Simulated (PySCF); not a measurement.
ORD: `C[C@@H]1C[C@@H]1N`, C$_{4}$H$_{9}$N

Geometry (Å), atoms numbered from 1 in this order:
```xyz
14

C    -1.4886   -0.4354   -0.2270
C    -0.6209    0.0467    0.9065
C     0.2159    1.2803    0.7298
C     0.8753   -0.0670    0.8045
N     1.4250   -0.5893   -0.4150
H    -2.4069    0.1472   -0.2794
H    -0.9505   -0.3383   -1.1655
H    -1.7546   -1.4816   -0.0837
H    -1.0485   -0.1128    1.8899
H     0.3318    1.9632    1.5575
H     0.1959    1.7524   -0.2396
H     1.4119   -0.3007    1.7288
H     1.4381   -1.6038   -0.3995
H     2.3754   -0.2614   -0.5495
```

Method used: TDDFT PBE0/def2-SVPD circular dichroism and optical rotation, one conformer, gas phase (PySCF). Geometry: GFN2-xTB.

The molecule is flexible and this is one conformer; a measurement averages over conformers. States above about 6.8 eV (minus the energy of the highest occupied orbital) lie near or above the ionisation threshold and depend on the basis.

Stereocentres: C2 R, C4 S.

(1) Give the optical rotatory dispersion at 633, 589.3, 546, 436, 405, 365, 355 nm.

(2) And for the mirror image at 589.3 nm?

(3) What is the molar rotation [Φ] = [α]·M/100 of the geometry above at 589.3 nm?

Answers

(1) [α] in deg dm⁻¹ (g/mL)⁻¹:
| λ (nm) | origin-invariant length gauge | modified velocity gauge | length gauge (centre of mass) | isotropic polarisability (au) |
| --- | --- | --- | --- | --- |
| 633 | -45.0 | -46.8 | -45.3 | 57.0 |
| 589.3 | -53.0 | -55.2 | -53.4 | 57.2 |
| 546 | -63.4 | -66.1 | -63.9 | 57.4 |
| 436 | -111.5 | -116.5 | -112.3 | 58.3 |
| 405 | -136.3 | -142.5 | -137.3 | 58.7 |
| 365 | -184.5 | -193.0 | -185.7 | 59.4 |
| 355 | -200.9 | -210.3 | -202.2 | 59.7 |

(2) +53.0 deg dm⁻¹ (g/mL)⁻¹ (origin-invariant length gauge): the same size and the opposite sign.

(3) With M = 71.12 g/mol, -37.7 deg cm² dmol⁻¹ (origin-invariant length gauge).

The first excitation lies at 6.29 eV (197 nm) with R = -3.8 × 10⁻⁴⁰ esu² cm² (velocity form).
